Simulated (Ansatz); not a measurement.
in.yaml

```yaml
crystal:
  periodic: [false, false, false]
  atoms:
    - {symbol: Sc, position_ang: [0.000000, 0.000000, 0.000000]}
    - {symbol: Si, position_ang: [0.000000, 0.000000, 2.494600]}
basis:
  gaussian: {orbitals: def2-TZVPP}
magnetization: {spin_polarized: true, initial_magnetization: 3}
hamiltonian: {xc: {name: B2PLYP}}
correlation: {electrons: outside_noble_gas}
```

```sh
$ ansatz run in.yaml --threads 2 --pin off --events-out ev --progress --plain --max-ram 16896MiB --backend cuda --devices 0, --max-vram 18GiB
```

Log:

```
683 factors; integrals over basis functions are off by at most 8.4e-4 eV
mean field evaluation 1: about -28560.5101 eV, gradient 1.3e1 eV
mean field evaluation 2: about -28560.6124 eV, gradient 1.3e1 eV
mean field evaluation 4: about -28562.3203 eV, gradient 3.6e0 eV
mean field evaluation 8: about -28562.4904 eV, gradient 8.6e-1 eV
mean field evaluation 16: about -28562.6244 eV, gradient 1.4e-1 eV
mean field evaluation 32: about -28562.6291 eV, gradient 5.8e-5 eV
mean field evaluation 64: about -28562.0477 eV, gradient 8.5e-2 eV
mean field evaluation 96: about -28562.5886 eV, gradient 2.6e-1 eV
mean field evaluation 128: about -28562.5161 eV, gradient 1.1e0 eV
mean field evaluation 160: about -28562.0790 eV, gradient 2.5e0 eV
mean field -28562.62909294 eV, -1049.6572587201 hartree, gradient 2.6e-6 eV, S^2 4.034093; 9 other end points of the search recorded, 0 dependent functions left out
14 core orbitals not correlated: weight in the atoms' cores, before any rotation towards them, 0.999 or more for the frozen orbitals, at most 0.000 for the correlated occupied ones
reference -28562.62920127 eV, -1049.6572627013 hartree; 5, 2 occupied and 87, 90 virtual orbitals, 683 factors
second order -4.37648225 eV of doubles, -0.00000000 eV of singles
Total energy: -28563.81085148 eV, -1049.7006875455 hartree
```

Ran on 2 threads of AMD EPYC 7R13 with a shared H100 80 GB, shared host: 24 s wall, 0.82 GiB peak host memory.
